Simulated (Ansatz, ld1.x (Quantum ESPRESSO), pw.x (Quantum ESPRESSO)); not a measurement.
## V (Z = 23): does the ultrasoft potential hold in the solid?

vanadium, ultrasoft, made with ld1.x (Quantum ESPRESSO) 7.5 (PBE, scalar-relativistic). Core [Ne], reference 3s2 3p6 3d3 4s2 4p0. Waves: 3s (bound): rcut 1.45, rcutus 1.80 bohr; 4s (bound): rcut 1.45, rcutus 1.80 bohr; 3p (bound): rcut 1.80, rcutus 2.30 bohr; 4p (bound, empty): rcut 1.80, rcutus 2.30 bohr; 3d (bound): rcut 1.55, rcutus 1.95 bohr; 3d channel at 1.8 Ry: rcut 1.55, rcutus 1.95 bohr; 4f channel at 0.05 Ry: rcut 1.40, rcutus 2.82 bohr; 4f channel at 2.6 Ry: rcut 1.40, rcutus 2.82 bohr. Local part: all-electron potential smoothed inside 1.75 bohr (lloc = -2). Core correction: Bessel-smoothed model core inside 1.25 bohr. Augmentation charge: PSQ, radius 1.50 bohr.

Crystal test: bcc V in pw.x 7.5, no spin, 15³ k-points, Fermi–Dirac smearing 0.01 Ry, cutoffs 55/440 Ry. The reference is all-electron LAPW (Ansatz 0.2.0) with the same functional, mesh and smearing; V0 and B0 come from Birch–Murnaghan fits to the pressures at five volumes. Errors are pseudo minus all-electron; Δ is the rms difference of the E(V) curves that follow from these fits, minima aligned, over ±6 % about the mean V0. Mesh and smearing are coarse, so the numbers serve the comparison and aren't converged zero-temperature values; the lattice is a test structure that the element need not adopt.

All-electron: a0 = 3.000 Å (V0 = 13.50 Å³/atom), B0 = 179.4 GPa.

How far does the potential miss the all-electron equation of state?

mean pressure error (GPa): +3.97; a0 (Å): 3.021; a0 error (%): +0.70; B0 error (%): -0.5; Δ (meV/atom): 11.1. The largest radius (2.82 bohr) exceeds half the bond length (2.45 bohr), so the spheres overlap, which is one possible source of error among others. This is a poor potential for the solid. Atomic configuration tests: test run stopped at test 6 of 7 (negative rho), 1 before it not solved.

```
V (Å³/atom)  P all-electron (GPa)  P pseudo (GPa)
     12.758                 11.27           15.99
     13.093                  5.78           10.08
     13.429                  0.92            4.86
     13.765                 -3.39            0.19
     14.100                 -7.21           -3.92
```

At the middle volume, how do free energy and pressure move when the wave cutoff is lowered (ecutrho held at 440 Ry)?

| cutoff (Ry) | shift of F (meV/atom) | shift of P (GPa) |
| --- | --- | --- |
| 25 | +279.9 | -1.73 |
| 33 | +119.1 | -1.40 |
| 44 | +10.3 | -0.94 |

The run at the middle volume (120 k-points, 12 iterations) took about 29 s on one core of a shared host (Neoverse-V1, 32 threads, 247 GiB, load 30).
